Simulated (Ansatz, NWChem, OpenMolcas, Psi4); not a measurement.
## Worked example: SiH2(CH3)F → SiH(CH3) + HF

Species: SiH2(CH3)F, singlet; SiH(CH3), singlet; HF (hydrogen fluoride), singlet. 

Shapes, held fixed at every level: PBE0-D4/def2-TZVP. Programs: Ansatz 0.2.0, NWChem 7.3.0, OpenMolcas 26.06. A level may come from different programs for different species; with the same settings they agree closely. Electronic energies: no zero-point or thermal term.

At PBE0/def2-SVP; 1 Eh = 2625.50 kJ/mol:

| species | energy (Eh) |
| --- | --- |
| SiH2(CH3)F | -430.037772 |
| SiH(CH3) | -329.637609 |
| HF | -100.258365 |

Question: Work out ΔE of the reaction at this level.

Answer: 
1. Products less reactants: (-329.637609) + (-100.258365) − [(-430.037772)] = 0.141798 Eh = +372.3 kJ/mol.

Other levels give +357.6 (HF/3-21G) to +399.7 kJ/mol (B3LYP/6-31G* (spherical functions)). No measured value is set beside it here.
